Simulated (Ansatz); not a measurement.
System (SMILES): [CH2]Cl (CH2-Cl), doublet.
Atoms: C1, Cl2, H3, H4. Bonds: C1-Cl2, C1-H3, C1-H4.

How fast the optimised C1-H3 bond length converges with the basis for several methods (Ansatz, a quantum-chemistry and plane-wave program): deviation from each method's own reference, in Å. References: B3LYP 1.0752 Å, the value in def2-QZVPPD; HF 1.0666 Å, the value in def2-QZVPPD; MP2 1.0719 Å, the value in def2-QZVPP; PBE 1.0843 Å, the value in def2-QZVPPD. Cartesian d functions, on some or all atoms, in 6-31G*; all else is spherical. In correlated methods cores are frozen. Core-valence sets carry the plain set on hydrogen. Open shells are unrestricted. No added dispersion term, no relativity. The reference of a correlated method is not its basis-set limit, which lies further on.

```tsv
basis	functions	B3LYP	HF	MP2	PBE
6-31G*	38	0.0053	0.0021	0.0054	0.0044
def2-SVP	42	0.0146	0.0115	0.0144	0.0135
aug-cc-pV(D+d)Z	73	0.0105	0.0090	0.0140	0.0093
def2-TZVP	80	0.0017	0.0013	0.0034	0.0013
cc-pV(T+d)Z	97	0.0006	0.0006	0.0009	0.0003
def2-TZVPP	101	0.0008	0.0005	0.0005	0.0005
jun-cc-pV(T+d)Z	115	0.0005	0.0006	0.0011	0.0004
def2-TZVPPD	122	0.0008	0.0005	0.0009	0.0006
cc-pCVTZ	130	0.0005	0.0005	0.0008	0.0004
aug-cc-pV(T+d)Z	147	0.0005	0.0005	0.0013	0.0003
cc-pV(Q+d)Z	179	0.0000	0.0001	-0.0001	0.0000
def2-QZVPP	187	0.0000	0.0000	0.0000	0.0000
```

Mean absolute deviation over def2-TZVP, cc-pV(T+d)Z, def2-TZVPP, jun-cc-pV(T+d)Z, def2-TZVPPD, cc-pCVTZ, aug-cc-pV(T+d)Z: PBE 0.0005, HF 0.0007, B3LYP 0.0008, MP2 0.0013 Å.
